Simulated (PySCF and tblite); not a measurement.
Results of a calculation; reference values are marked as such.
# Berry pseudorotation: stationary points, barriers and rates

System: pentafluorophosphorane, F₅P, numbered as in [F:1][P:2]([F:3])([F:4])([F:5])[F:6].

Motion: Berry pseudorotation at P2 with F6 as pivot. Level: PBE0/pcSseg-1 + D3(BJ) on PBE0-D3(BJ)/def2-SVP stationary points, with GFN2-xTB thermal terms. Rate constants are transition-state-theory values, counting equivalent paths, without tunnelling. Run with tblite and PySCF.

| point | symmetry | E(GFN2) kcal/mol | E(DFT) kcal/mol | ZPE change kcal/mol | lowest mode cm⁻¹ | dipole D |
| --- | --- | --- | --- | --- | --- | --- |
| start | D3h | 0.0 | 0.0 | 0.00 | 120 | 0.01 |
| saddle | C4v | 2.0 | 3.7 | -0.08 | 82i | 0.21 |
| end | D3h | 0.0 | 0.0 | 0.00 | 120 | 0.01 |

```
Electronic barrier                                      : 3.7 kcal/mol
Barrier with zero-point energy                          : 3.6 kcal/mol
ΔH‡ (298 K)                                             : 3.1 kcal/mol
ΔS‡ (298 K, symmetry apart)                             : -3.9 cal/(mol K)
Paths                                                   : 3 equivalent paths
End point                                               : the same structure with atoms interchanged, or its mirror image
Mean lifetime of the start against this motion at 298 K : 74 ps
Cost                                                    : 28 s on 1 thread of Arm Neoverse V2, on a host shared with other jobs (rough), peak memory 0.5 GiB, launched as `OMP_NUM_THREADS=1 python ens_run.py task.json out`
```

```json
{"T/K": "150", "ΔG‡ kcal/mol": "3.9", "k s⁻¹": "2.3×10⁷"}
{"T/K": "200", "ΔG‡ kcal/mol": "4.0", "k s⁻¹": "5.6×10⁸"}
{"T/K": "250", "ΔG‡ kcal/mol": "4.1", "k s⁻¹": "3.9×10⁹"}
{"T/K": "298", "ΔG‡ kcal/mol": "4.3", "k s⁻¹": "1.4×10¹⁰"}
{"T/K": "350", "ΔG‡ kcal/mol": "4.5", "k s⁻¹": "3.6×10¹⁰"}
{"T/K": "400", "ΔG‡ kcal/mol": "4.6", "k s⁻¹": "7.3×10¹⁰"}
{"T/K": "500", "ΔG‡ kcal/mol": "5.0", "k s⁻¹": "2×10¹¹"}
```

ΔG and ΔG‡ leave out symmetry numbers and mirror images; rates count paths: 3 out.
